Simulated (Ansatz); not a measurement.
B20 (FeSi-type) FeSi was calculated with LDA (PAW; Ansatz, a quantum-chemistry and plane-wave program).

Numerical settings: plane-wave cutoff 500 eV, 10×10×10 k mesh, Fermi–Dirac smearing 0.05 eV, no spin polarisation, scalar-relativistic PAW data made under PBE.

Cell (relaxed at this level):

```cif
data_Fe4Si4
_chemical_formula_sum 'Fe4 Si4'
_space_group_name_H-M_alt 'P 1'
_space_group_IT_number 1
_cell_length_a 4.36897
_cell_length_b 4.36897
_cell_length_c 4.36897
_cell_angle_alpha 90.000
_cell_angle_beta 90.000
_cell_angle_gamma 90.000
loop_
_space_group_symop_operation_xyz
  'x, y, z'
loop_
_atom_site_label
_atom_site_type_symbol
_atom_site_fract_x
_atom_site_fract_y
_atom_site_fract_z
_atom_site_occupancy
Fe1 Fe 0.86310 0.63690 0.36310 1
Fe2 Fe 0.36310 0.86310 0.63690 1
Fe3 Fe 0.13690 0.13690 0.13690 1
Fe4 Fe 0.63690 0.36310 0.86310 1
Si1 Si 0.15897 0.34103 0.65897 1
Si2 Si 0.65897 0.15897 0.34103 1
Si3 Si 0.84103 0.84103 0.84103 1
Si4 Si 0.34103 0.65897 0.15897 1
```

Problem. Estimate the band gap that the calculation returns.

Solution. 
* **band gap**: 0.14 eV (under three smearing widths, so not firm)

Measured, for comparison: band gap 0.05 eV (temperature not stated, not corrected to a static lattice, indirect, transport; lower end of the printed range; as tabulated in Tomczak (2018), arXiv:1802.07220).

The computed numbers hold no vibrational or temperature effects.

Cost on a shared machine: about 4 core-minutes (a rough figure).
